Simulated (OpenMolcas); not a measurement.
**SiH2 (SMILES [H][Si][H]) at 6 levels**

Wanted: a comparison of 6 runs (UHF/6-31G*, PBE/6-31G*, PBE0/6-31G*, SVWN5/6-31G*, ACPF/6-31G*, CCSD(T)/6-31G*) of SiH2. 

The results are computed with OpenMolcas 26.06.

## (1) The system as given

SiH2: 3 atoms, total charge 0, spin state singlet. As SMILES, `[H][Si][H]`. The Si1–H3 distance was set to 1.856 Å, away from the relaxed value.

Bond lengths: Si1–H2 1.486 Å. A long bond or contact: Si1–H3 1.856 Å.

## (2) A single-point energy at UHF/6-31G(d) (spherical functions) (run 1)

Input file coord.xyz:

```xyz
3

Si     0.285369    -0.017242    -0.899181
H      1.390379    -0.029092     0.093929
H     -1.115450     0.028170     0.318290
```

Input file job.input:

```
&gateway
  baslib=$CurrDir
  coord=coord.xyz
  basis=6-31Gs
  group=NoSym

&seward

&scf
  uhf
  thresholds=1e-10 1e-07 1e-07 1e-05
  scramble=0.25
  prorbitals=1 1
```

The basis set 6-31G* is read from a file made from the Basis Set Exchange's data (not shown).

Run with:

```
export MOLCAS_MEM=1860
pymolcas job.input > job.log
```

The program printed:

```text
--- Start Module: gateway ---
[...]
--- Stop Module: gateway /rc=_RC_ALL_IS_WELL_ ---
--- Start Module: seward ---
[...]
      Basis functions           22
--- Stop Module: seward /rc=_RC_ALL_IS_WELL_ ---
--- Start Module: scf ---
[...]
       Convergence after  26 Iterations
[...]
::    Total SCF energy                               -289.9765951704
[...]
      Total spin, S                                     0.2718405148
[...]
      Total electronic charge=   16.000000
      Total            charge=   -0.000000
[...]
      Dipole Moment (debye):
      Origin of the operator (angstrom)=    0.2754   -0.0161   -0.8249
                   X=  8.4873E-01               Y= -2.2693E-02               Z= -3.4467E-01           Total=  9.1633E-01
      Quadrupole Moment (debye*angstrom):
[...]
--- Stop Module: scf /rc=_RC_ALL_IS_WELL_ ---
[...]
```

Wall time 2 s (1 thread of Arm Neoverse V1, shared host); peak memory 0.37 GiB.

## (3) The energy at PBE/6-31G(d) (spherical functions) (run 2)

coord.xyz is that of step 2.

Input file job.input:

```
* H2Si Kohn-Sham DFT
&GATEWAY
BASLIB
$CurrDir
COORD
coord.xyz
BASIS
6-31Gs
GROUP
NoSym
&SEWARD
GRIDINPUT
Grid=UltraFine
End of Grid
&SCF
KSDFT
PBE
THRESHOLDS
1e-10 1e-07 1e-07 1e-05
PRORBITALS
1 1
```

The basis set 6-31G* is read from a file made from the Basis Set Exchange's data (not shown).

Run with:

```
export MOLCAS_MEM=1860
pymolcas job.input > job.log
```

The program printed:

```text
--- Start Module: gateway ---
[...]
--- Stop Module: gateway /rc=_RC_ALL_IS_WELL_ ---
--- Start Module: seward ---
[...]
      Basis functions           22
--- Stop Module: seward /rc=_RC_ALL_IS_WELL_ ---
--- Start Module: scf ---
[...]
       Convergence after  11 Iterations
[...]
::    Total KS-DFT energy                            -290.4099764235
[...]
      Total spin, S                                     0.0000000000
[...]
      Total electronic charge=   16.000000
      Total            charge=   -0.000000
[...]
      Dipole Moment (debye):
      Origin of the operator (angstrom)=    0.2754   -0.0161   -0.8249
                   X=  7.0823E-01               Y= -1.2975E-02               Z=  1.9812E-01           Total=  7.3553E-01
      Quadrupole Moment (debye*angstrom):
[...]
--- Stop Module: scf /rc=_RC_ALL_IS_WELL_ ---
[...]
```

Wall time 3.6 s (1 thread of Arm Neoverse V1, shared host); peak memory 0.37 GiB.

Run 3 isn't shown in full; the table further down has it.

## (4) A single-point energy at SVWN5/6-31G(d) (spherical functions) (run 4)

coord.xyz is that of step 3.

Input file job.input:

```
* H2Si Kohn-Sham DFT
>>> EXPORT MOLCAS_PRINT=2

&gateway
 baslib=$CurrDir
 coord=coord.xyz
 basis=6-31Gs
 group=NoSym

&seward
 gridinput
 Grid=UltraFine
 End of Grid

&scf
 ksdft=SVWN5
 thresholds=1e-10 1e-07 1e-07 1e-05
 prorbitals=1 1
```

The basis set 6-31G* is read from a file made from the Basis Set Exchange's data (not shown).

Run with:

```
export MOLCAS_MEM=1860
pymolcas job.input > job.log
```

The program printed:

```text
--- Start Module: gateway ---
[...]
--- Stop Module: gateway /rc=_RC_ALL_IS_WELL_ ---
--- Start Module: seward ---
[...]
      Basis functions           22
--- Stop Module: seward /rc=_RC_ALL_IS_WELL_ ---
--- Start Module: scf ---
[...]
       Convergence after  11 Iterations
[...]
::    Total KS-DFT energy                            -289.3778780995
[...]
      Total spin, S                                     0.0000000000
[...]
      Total electronic charge=   16.000000
      Total            charge=   -0.000000
[...]
      Dipole Moment (debye):
      Origin of the operator (angstrom)=    0.2754   -0.0161   -0.8249
                   X=  6.6218E-01               Y= -1.0877E-02               Z=  2.8742E-01           Total=  7.2195E-01
      Quadrupole Moment (debye*angstrom):
[...]
--- Stop Module: scf /rc=_RC_ALL_IS_WELL_ ---
[...]
```

Wall time 3.3 s (1 thread of Arm Neoverse V1, shared host); peak memory 0.37 GiB.

Run 5 isn't shown in full; the table further down has it.

## (5) A single-point energy at CCSD(T)/6-31G(d) (spherical functions) (run 6)

coord.xyz is that of step 4.

Input file job.inp:

```
* H2Si CCSD(T)

&GATEWAY
 BasLib=$CurrDir
 Coord=coord.xyz
 Basis=6-31Gs
 Group=NoSym

&SEWARD

&SCF
 Thresholds=1e-10 1e-07 1e-07 1e-05
 PrOrbitals=1 1

&RASSCF
 FileOrb=$Project.ScfOrb
 Spin=1
 Nactel=0 0 0
 Inactive=8
 Ras2=0
 OutOrbitals=Canonical
 OrbListing=Nothing

&MOTRA
 JobIph
 Frozen=5

&CCSDT
 CCT
 Triples=2
 Iterations=80
 Accuracy=1e-08
 Extrapolation=5 4
```

The basis set 6-31G* is read from a file made from the Basis Set Exchange's data (not shown).

Run with:

```
export MOLCAS_MEM=1860
pymolcas job.inp > job.log
```

The program printed:

```text
--- Start Module: gateway ---
[...]
--- Stop Module: gateway /rc=_RC_ALL_IS_WELL_ ---
[...]
      Basis functions           22
[...]
       Convergence after  10 Iterations
[...]
::    Total SCF energy                               -289.9740110381
[...]
      Total spin, S                                     0.0000000000
[...]
      Number of active orbitals                  0
[...]
      Spin quantum number                      0.0
[...]
      Active orbitals                            0
[...]
      Number of CSFs                             1
[...]
      Number of root(s) required                 1
[...]
      Convergence after  4 iterations
[...]
      Natural orbitals and occupation numbers for root  1
      ************************************************************************************************************************
      *                                                    Final results                                                     *
      ************************************************************************************************************************
[...]
::    RASSCF root number  1 Total energy:   -289.97401104
[...]
      Total electronic charge=   16.000000
      Total            charge=   -0.000000
[...]
      Dipole Moment (debye):
      Origin of the operator (angstrom)=    0.2754   -0.0161   -0.8249
                   X=  8.8473E-01               Y= -1.9611E-02               Z= -2.9787E-02           Total=  8.8545E-01
      Quadrupole Moment (debye*angstrom):
[...]
--- Start Module: motra ---
[...]
      *** WARNING: Default frozen orbitals is overwritten by user input.
      *** Default values:   2
[...]
--- Stop Module: motra /rc=_RC_ALL_IS_WELL_ ---
--- Start Module: ccsdt ---
[...]
      Convergence after                    13  Iterations
      Total energy (diff) :    -290.07058816      -0.00000001
[...]
 METHOD                       : CCSD+T(CCSD)+<T3(1)WT1> = CCSD(T)
[...]
       CCSD     =      -290.0705881571084
[...]
--- Stop Module: ccsdt /rc=_RC_ALL_IS_WELL_ ---
[...]
```

It took 2.2 s on 1 thread of Arm Neoverse V1, shared host; peak memory 0.37 GiB.

## (6) Overview of the runs

```tsv
run	level	scramble	integration grid	energy (Eh)	dipole moment (D) of the reference	HOMO energy (eV)	LUMO energy (eV)	wall time
1	UHF/6-31G* (spherical functions)	0.25	–	-289.976595	0.92	-9.43	0.36	2 s
2	PBE/6-31G* (spherical functions)	–	UltraFine	-290.409976	0.74	-5.73	-4.10	3.6 s
3	PBE0/6-31G* (spherical functions)	–	UltraFine	-290.437527	0.76	-6.77	-3.21	3.6 s
4	SVWN5/6-31G* (spherical functions)	–	UltraFine	-289.377878	0.72	-5.73	-4.26	3.3 s
5	ACPF/6-31G* (spherical functions)	–	–	-290.072226	0.89	-9.11	0.04	1.7 s
6	CCSD(T)/6-31G* (spherical functions)	–	–	-290.072670	0.89	-9.11	0.04	2.2 s
```

## (7) Results

```
                                          quantity          value
                               run 6: total energy  -290.07267 Eh
         run 6: dipole moment (mean-field density)         0.89 D
        run 6: HOMO energy (Hartree–Fock orbitals)       -9.11 eV
        run 6: LUMO energy (Hartree–Fock orbitals)        0.04 eV
      run 6: HOMO–LUMO gap (Hartree–Fock orbitals)        9.16 eV
run 6: correlation energy (5 core orbitals frozen)      -98.7 mEh
                             run 6: (T) correction      -2.08 mEh
```

What this shows: Below the UHF energy at the same shape and in the same basis (6-31G*): ACPF -95.6 mEh; CCSD(T) -96.1 mEh. Some of these start from another determinant than that one, so these aren't their correlation energies. Over runs 1, 2, 3, 4 the dipole moment (its size) runs from 0.72 D (SVWN5/6-31G*) to 0.92 D (UHF/6-31G*). Over runs 1, 2, 3, 4 the HOMO–LUMO gap runs from 1.47 eV (SVWN5/6-31G*) to 9.79 eV (UHF/6-31G*). Totals of different functionals can't be ranked against each other. Spin contamination of the reference: run 1 ⟨S²⟩ = 0.35. All runs together took 17 s, the longest 3.6 s.
